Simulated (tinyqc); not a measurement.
Worked calculation: UHF in the sto-3g basis, for LiH, spin multiplicity 1. One step of it, computed by the program tinyqc.

Task: Iteration 1: building the Fock matrix. J_ij = sum D_kl (ij|kl) with D = D(alpha) + D(beta), K_ij = sum D_kl (ik|jl) for each spin; F = H + J - K(s); E = tr D H + tr D J / 2 - 0.5 sum_s tr D(s) K(s) + E_nn.

D(alpha) at the start, order 1Li 1s, 1Li 2s, 1Li 2px, 1Li 2py, 1Li 2pz, 2H 1s:
```
[[1.041983, -0.136626, 0.000000, 0.000000, 0.022407, -0.129592],
 [-0.136626, 0.487148, 0.000000, 0.000000, -0.068643, 0.374121],
 [0.000000, 0.000000, 0.000000, 0.000000, 0.000000, 0.000000],
 [0.000000, 0.000000, 0.000000, 0.000000, 0.000000, 0.000000],
 [0.022407, -0.068643, 0.000000, 0.000000, 0.009682, -0.052794],
 [-0.129592, 0.374121, 0.000000, 0.000000, -0.052794, 0.287925]]
```

D(beta) at the start, order 1Li 1s, 1Li 2s, 1Li 2px, 1Li 2py, 1Li 2pz, 2H 1s:
```
[[0.978531, 0.025932, 0.000000, 0.000000, 0.030572, 0.028678],
 [0.025932, 0.115716, 0.000000, 0.000000, -0.237499, -0.147191],
 [0.000000, 0.000000, 0.000000, 0.000000, 0.000000, 0.000000],
 [0.000000, 0.000000, 0.000000, 0.000000, 0.000000, 0.000000],
 [0.030572, -0.237499, 0.000000, 0.000000, 0.494667, 0.307410],
 [0.028678, -0.147191, 0.000000, 0.000000, 0.307410, 0.191135]]
```

core Hamiltonian H = T + V (hartree), order 1Li 1s, 1Li 2s, 1Li 2px, 1Li 2py, 1Li 2pz, 2H 1s:
```
[[-4.762683, -1.070553, 0.000000, 0.000000, -0.018697, -0.389030],
 [-1.070553, -1.408772, 0.000000, 0.000000, -0.128284, -0.767774],
 [0.000000, 0.000000, -1.146908, 0.000000, 0.000000, 0.000000],
 [0.000000, 0.000000, 0.000000, -1.146908, 0.000000, 0.000000],
 [-0.018697, -0.128284, 0.000000, 0.000000, -1.249976, -0.895191],
 [-0.389030, -0.767774, 0.000000, 0.000000, -0.895191, -1.531708]]
```

Two-electron integrals (ij|kl) in chemists' order, unique and non-zero (hartree):
```
(11|11) 1.680395   (21|11) 0.265420   (21|21) 0.049941   (22|11) 0.397727
(22|21) 0.092860   (22|22) 0.290562   (31|31) 0.008981   (32|31) 0.013788
(32|32) 0.064184   (33|11) 0.396640   (33|21) 0.092880   (33|22) 0.290497
(33|33) 0.312946   (41|41) 0.008981   (42|41) 0.013788   (42|42) 0.064184
(43|43) 0.016869   (44|11) 0.396640   (44|21) 0.092880   (44|22) 0.290497
(44|33) 0.279207   (44|44) 0.312946   (51|51) 0.008981   (52|51) 0.013788
(52|52) 0.064184   (53|53) 0.016869   (54|54) 0.016869   (55|11) 0.396640
(55|21) 0.092880   (55|22) 0.290497   (55|33) 0.279207   (55|44) 0.279207
(55|55) 0.312946   (61|11) 0.091581   (61|21) 0.017299   (61|22) 0.032621
(61|33) 0.032236   (61|44) 0.032236   (61|51) 0.002044   (61|52) 0.003899
(61|55) 0.033407   (61|61) 0.006549   (62|11) 0.169723   (62|21) 0.039880
(62|22) 0.126874   (62|33) 0.120951   (62|44) 0.120951   (62|51) 0.006540
(62|52) 0.035849   (62|55) 0.138587   (62|61) 0.016361   (62|62) 0.085580
(63|31) 0.003631   (63|32) 0.015686   (63|53) 0.005889   (63|63) 0.007055
(64|41) 0.003631   (64|42) 0.015686   (64|54) 0.005889   (64|64) 0.007055
(65|11) 0.197837   (65|21) 0.047073   (65|22) 0.155824   (65|33) 0.145622
(65|44) 0.145622   (65|51) 0.010235   (65|52) 0.054808   (65|55) 0.176029
(65|61) 0.020306   (65|62) 0.116257   (65|65) 0.161180   (66|11) 0.354415
(66|21) 0.084866   (66|22) 0.291949   (66|33) 0.267211   (66|44) 0.267211
(66|51) 0.017250   (66|52) 0.108954   (66|55) 0.340907   (66|61) 0.036883
(66|62) 0.240350   (66|65) 0.340901   (66|66) 0.774606
```

nuclear repulsion = 1.06976525 hartree

Give: Coulomb J; exchange K(alpha); exchange K(beta); F(alpha); F(beta); total energy of this density.

Result:

Coulomb J (hartree), order 1Li 1s, 1Li 2s, 1Li 2px, 1Li 2py, 1Li 2pz, 2H 1s:
```
[[4.1054, 0.7073, 0.0000, 0.0000, 0.0085, 0.2497],
 [0.7073, 1.3749, 0.0000, 0.0000, 0.0578, 0.6691],
 [0.0000, 0.0000, 1.3474, 0.0000, 0.0000, 0.0000],
 [0.0000, 0.0000, 0.0000, 1.3474, 0.0000, 0.0000],
 [0.0085, 0.0578, 0.0000, 0.0000, 1.4229, 0.8336],
 [0.2497, 0.6691, 0.0000, 0.0000, 0.8336, 1.6267]]
```

exchange K(alpha) (hartree), order 1Li 1s, 1Li 2s, 1Li 2px, 1Li 2py, 1Li 2pz, 2H 1s:
```
[[1.6937, 0.2678, 0.0000, 0.0000, -0.0015, 0.0899],
 [0.2678, 0.2743, 0.0000, 0.0000, 0.0661, 0.2439],
 [0.0000, 0.0000, 0.0492, 0.0000, 0.0000, 0.0000],
 [0.0000, 0.0000, 0.0000, 0.0492, 0.0000, 0.0000],
 [-0.0015, 0.0661, 0.0000, 0.0000, 0.1061, 0.1586],
 [0.0899, 0.2439, 0.0000, 0.0000, 0.1586, 0.3879]]
```

exchange K(beta) (hartree), order 1Li 1s, 1Li 2s, 1Li 2px, 1Li 2py, 1Li 2pz, 2H 1s:
```
[[1.6710, 0.2899, 0.0000, 0.0000, 0.0026, 0.1116],
 [0.2899, 0.1224, 0.0000, 0.0000, -0.0260, 0.0791],
 [0.0000, 0.0000, 0.0258, 0.0000, 0.0000, 0.0000],
 [0.0000, 0.0000, 0.0000, 0.0258, 0.0000, 0.0000],
 [0.0026, -0.0260, 0.0000, 0.0000, 0.2952, 0.2363],
 [0.1116, 0.0791, 0.0000, 0.0000, 0.2363, 0.3319]]
```

F(alpha) (hartree), order 1Li 1s, 1Li 2s, 1Li 2px, 1Li 2py, 1Li 2pz, 2H 1s:
```
[[-2.3510, -0.6311, 0.0000, 0.0000, -0.0086, -0.2293],
 [-0.6311, -0.3081, 0.0000, 0.0000, -0.1366, -0.3425],
 [0.0000, 0.0000, 0.1512, 0.0000, 0.0000, 0.0000],
 [0.0000, 0.0000, 0.0000, 0.1512, 0.0000, 0.0000],
 [-0.0086, -0.1366, 0.0000, 0.0000, 0.0669, -0.2202],
 [-0.2293, -0.3425, 0.0000, 0.0000, -0.2202, -0.2929]]
```

F(beta) (hartree), order 1Li 1s, 1Li 2s, 1Li 2px, 1Li 2py, 1Li 2pz, 2H 1s:
```
[[-2.3283, -0.6532, 0.0000, 0.0000, -0.0128, -0.2509],
 [-0.6532, -0.1562, 0.0000, 0.0000, -0.0446, -0.1778],
 [0.0000, 0.0000, 0.1746, 0.0000, 0.0000, 0.0000],
 [0.0000, 0.0000, 0.0000, 0.1746, 0.0000, 0.0000],
 [-0.0128, -0.0446, 0.0000, 0.0000, -0.1223, -0.2979],
 [-0.2509, -0.1778, 0.0000, 0.0000, -0.2979, -0.2369]]
```

total energy of this density = -7.668190 hartree
